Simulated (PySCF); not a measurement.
Species: cyclopropane, C3H6.
Numbering: `[CH2:1]1[CH2:2][CH2:3]1`

Structure used (GFN2-xTB), in Å, numbered top down from 1:
```xyz
9
C3H6 angstrom
C     -0.752   -0.422    0.016
C      0.740   -0.426    0.136
C      0.017    0.850   -0.159
H     -1.338   -0.546    0.914
H     -1.196   -0.876   -0.856
H      1.175   -0.554    1.115
H      1.315   -0.882   -0.656
H     -0.044    1.596    0.618
H      0.097    1.266   -1.152
```

NICS = −σ at a ghost point: NICS(0) at the centroid of the ring atoms, NICS(1) 1 Å to either side along the normal of their mean plane, zz for the tensor component along that normal. Level: GIAO PBE0/pcSseg-1 (PySCF, non-relativistic, gas phase) on the GFN2-xTB geometry, one conformer.

Ring bond lengths (Å), with Mayer bond orders in brackets: C1–C2 1.496 (0.98), C2–C3 1.496 (0.98), C3–C1 1.496 (0.98).

Question: Give the NICS values of each ring in ppm.

Answer: 
```csv
ring,type,NICS(0),"NICS(1), two faces","NICS(1)zz, two faces",rms pucker (Å),"centre to ring atoms, mean (Å)"
C1–C2–C3,3-membered carbocycle; formal bonds all single,-44.1,-8.5 / -8.5,-23.7 / -23.7,0.00,0.86
```

Question: What can be read from them?

Answer: 
- C1–C2–C3: mean NICS(1)zz -23.7 ppm, shielded. C1, C2, C3 have four or more neighbours, so the value isn't read as a sign of a π ring current. NICS(0) lies 36 ppm below the mean NICS(1).

Question: At the second NICS(1) probe listed for ring C1–C2–C3, 1 Å off the ring, how large is the induced field along the normal in 7.05 T applied along it?

Answer: NICSzz × B0 = -23.7 ppm × 7.05 T = -167 μT, against the applied field.

Question: How shielded are the nuclei of the rings and their hydrogens (means over atoms taken as equivalent)?

Answer: 
```csv
atoms,environment,σ isotropic (ppm),"principal values of the symmetric part, first atom (ppm)"
C1 (×3),three-membered-ring carbon,188.2,"161.4, 178.7, 224.5"
H4 (×6),methylene hydrogen,31.46,"25.7, 27.3, 41.4"
```
